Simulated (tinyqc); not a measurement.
MP2 on RHF in the sto-6g basis, frozen core, for LiH, spin multiplicity 1, step by step. One step of it, computed by the program tinyqc.

Question. Second-order Moller-Plesset energy. E2 = sum_ijab (ia|jb) [2 (ia|jb) - (ib|ja)] / (e_i + e_j - e_a - e_b) over occupied i, j and virtual a, b; the opposite-spin part is (ia|jb)^2 / denominator, the rest is same-spin, and SCS-MP2 scales them by 6/5 and 1/3.

orbital energies (hartree): MO1 -2.401621, MO2 -0.248329, MO3 0.072778, MO4 0.160188, MO5 0.160188, MO6 0.425936

Two-electron integrals over orbitals (pq|rs), unique and non-zero (hartree); the lowest 1 orbital is frozen and left out:
```
p,q,r,s,(pq|rs)
2,2,2,2,0.461650
3,2,2,2,-0.054944
3,2,3,2,0.017744
3,3,2,2,0.213019
3,3,3,2,0.012714
3,3,3,3,0.332691
4,2,4,2,0.021066
4,3,4,2,0.019755
4,3,4,3,0.041631
4,4,2,2,0.249797
4,4,3,2,0.011445
4,4,3,3,0.280992
4,4,4,4,0.313125
5,2,5,2,0.021066
5,3,5,2,0.019755
5,3,5,3,0.041631
5,4,5,4,0.016875
5,5,2,2,0.249797
5,5,3,2,0.011445
5,5,3,3,0.280992
5,5,4,4,0.279374
5,5,5,5,0.313125
6,2,2,2,0.112938
6,2,3,2,-0.040566
6,2,3,3,-0.019957
6,2,4,4,-0.033702
6,2,5,5,-0.033702
6,2,6,2,0.130783
6,3,2,2,-0.054562
6,3,3,2,0.013810
6,3,3,3,0.036232
6,3,4,4,0.006031
6,3,5,5,0.006031
6,3,6,2,-0.035937
6,3,6,3,0.028212
6,4,4,2,-0.018772
6,4,4,3,-0.012716
6,4,6,4,0.019748
6,5,5,2,-0.018772
6,5,5,3,-0.012716
6,5,6,5,0.019748
6,6,2,2,0.432871
6,6,3,2,-0.045966
6,6,3,3,0.238413
6,6,4,4,0.261585
6,6,5,5,0.261585
6,6,6,2,0.106097
6,6,6,3,-0.044617
6,6,6,6,0.429540
```

Hartree-Fock energy = -7.91776848 hartree

Give: Terms; Pair energies; MP2 correlation energy; SCS-MP2 correlation energy; MP2 total energy.

Answer.

Terms:
```
i,j,a,b,(ia|jb),(ib|ja),denominator,term
2,2,6,6,0.1308,0.1308,-1.3485,-0.0127
2,2,6,3,-0.0406,-0.0406,-0.9954,-0.0017
2,2,3,6,-0.0406,-0.0406,-0.9954,-0.0017
2,2,4,4,0.0211,0.0211,-0.8170,-0.0005
2,2,5,5,0.0211,0.0211,-0.8170,-0.0005
2,2,3,3,0.0177,0.0177,-0.6422,-4.90e-04
```

Pair energies (hartree; pair i-j sums ij and ji):
```
pair,opposite spin,same spin
2-2,-0.0176,0
```

MP2 correlation energy = -0.017567 hartree

SCS-MP2 correlation energy = -0.021080 hartree

MP2 total energy = -7.935335 hartree
